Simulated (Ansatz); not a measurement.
# SiP2+ (doublet): the correlation ladder, cc-pVTZ

The task here is to estimate one member of a computed series from the others.

The runs use Ansatz 0.2.0, Gaussian basis; cc-pVTZ, core rule «outside noble gas», up to 15 orbitals frozen.

To be run: UHF; CCSD(T) on ROHF; CCSD(T) on UHF; BCCD(T) on ROHF; CCSDT(Q) on ROHF; CCSDT(Q) on UHF; CASSCF and NEVPT2, 13 electrons in 12 orbitals.

2 further runs of the same task are left out: 2 set aside as unsound or not needed.

## The system

The geometry is a PBE0/def2-TZVP stationary point (not a proven minimum) of the parent state, kept for this charge and spin.

3 atoms, charge 1, spin multiplicity 2.

Atoms are counted from 1 here; the program's logs count them from 0.

Bond lengths: P1–P2 2.051 Å, P1–Si3 2.217 Å, P2–Si3 2.217 Å. Angles: P2–P1–Si3 62.5°, P1–P2–Si3 62.5°, P1–Si3–P2 55.1°.

Geometry (Å):

```xyz
3
P2Si
P     0.00000   -1.02529    0.61315
P     0.00000    1.02529    0.61315
Si    0.00000    0.00000   -1.35240
```

Set-up of the first run:

Contents of in.yaml:

```yaml
crystal:
  periodic: [false, false, false]
  atoms:
    - {symbol: P, position_ang: [0.000000, -1.025294, 0.613145]}
    - {symbol: P, position_ang: [0.000000, 1.025294, 0.613145]}
    - {symbol: Si, position_ang: [0.000000, 0.000000, -1.352400]}
basis:
  gaussian: {orbitals: cc-pVTZ}
total_charge: 1
magnetization: {spin_polarized: true, initial_magnetization: 1}
hamiltonian: {xc: hf}
output: {orbitals: {seedname: orbitals}}
```

Run with:

```
ansatz run in.yaml --threads 1 --pin off --events-out ev --progress --plain --max-ram 4096MiB --backend cpu
```

Among the steps run: UHF; CCSD(T) on ROHF; CCSD(T) on UHF; BCCD(T) on ROHF; CCSDT(Q) on ROHF; CCSDT(Q) on UHF; CASSCF and NEVPT2, 13 electrons in 12 orbitals.

One table of the session follows, with a row left open; its other results are not shown here.

```
        method  from RCCSDT(Q) (kcal/mol)
          ROHF                    +258.66
           UHF                          ?
          RMP2                     +33.50
          UMP2                     +36.64
         RCCSD                     +20.03
         UCCSD                     +19.74
      RCCSD(T)                      +2.27
      UCCSD(T)                      +2.37
       BCCD(T)                      +2.22
        RCCSDT                      +1.90
        UCCSDT                      +1.83
     RCCSDT(Q)                          0
     UCCSDT(Q)                      -0.06
CASSCF valence                    +179.42
NEVPT2 valence                     +38.13
```

**Question.** Estimate the row for UHF.

The run gave: from RCCSDT(Q) (kcal/mol): +253.49. In the column «from RCCSDT(Q) (kcal/mol)» it lies between CASSCF valence (+179.42) and ROHF (+258.66).

Caveats from the session: Warnings: spin contamination; coupled cluster took another determinant than the lowest. Restricted and unrestricted rows rest on different reference determinants; where their highest levels disagree by more than a few hundredths of an eV, they describe different states and don't form one ladder.
